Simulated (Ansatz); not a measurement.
## AlFH2, SMILES [F][AlH2]: a ladder of basis sets, step by step

Program: Ansatz 0.2.0, Python API.

Interactive session:
```pycon
>>> import ansatz as az
>>> from ase import Atoms
>>> atoms = Atoms(["F", "Al", "H", "H"], positions=[
...     (-0.3675, -0.0451, 1.71),
...     (0.0103, -0.0136, -0.0515),
...     (-0.3841, -1.2739, -0.9689),
...     (0.7968, 1.2723, -0.71),
... ])
>>> molecule = az.Crystal.molecule_from_ase(atoms)
>>> calc = molecule.calculation().correlation("MP2")
>>> energies = {}
>>> for basis in ["cc-pVDZ", "cc-pVTZ"]:
...     data = calc.basis(gaussian=basis).run(threads=1).report
...     size = data["n_frozen"] + data["n_occupied"][0] + data["n_virtual"][0]
...     energies[basis] = (data["reference_energy_ev"] / 27.211386246, data["free_energy_ev"] / 27.211386246)
...     print(f"{basis:14s} {size:4d} orbitals  reference {energies[basis][0]:14.6f} Ha  total {energies[basis][1]:14.6f} Ha")
...
cc-pVDZ          42 orbitals  reference    -342.568050 Ha  total    -342.828994 Ha
cc-pVTZ          92 orbitals  reference    -342.616365 Ha  total    -342.960037 Ha
>>> # two-point extrapolation: the basis-set error of the correlation energy falls as X^-3
>>> small, large = (energies[b][1] - energies[b][0] for b in ("cc-pVDZ", "cc-pVTZ"))
>>> limit = (3 ** 3 * large - 2 ** 3 * small) / (3 ** 3 - 2 ** 3)
>>> print(f"correlation energy: {small:.6f} and {large:.6f} Ha, extrapolated {limit:.6f} Ha")
correlation energy: -0.260944 and -0.343671 Ha, extrapolated -0.378504 Ha
>>> print(f"share caught by the larger set: {100 * large / limit:.1f} %")
share caught by the larger set: 90.8 %
```

Against cc-pVDZ: cc-pVTZ -131.0 mHa. The last step alone is -131.04 mHa.

Notes:
- The drop along the ladder measures the basis error, and is no property of the molecule.
- The geometry is a force-field or estimated start, not a minimum of this method, and the last set is no limit. Much of the fall in a total is atomic energy, which cancels in bond and reaction energies.
- Inner cores stay frozen, so this is valence correlation.
- For Al to Cl the sets with a tight d function, cc-pV(X+d)Z, are usual.
- An extrapolation from small basis sets is rough.
- Wall time of the script: 1.2 s on 1 thread of Arm Neoverse V1, with other jobs on the host, peak memory 0.18 GiB.
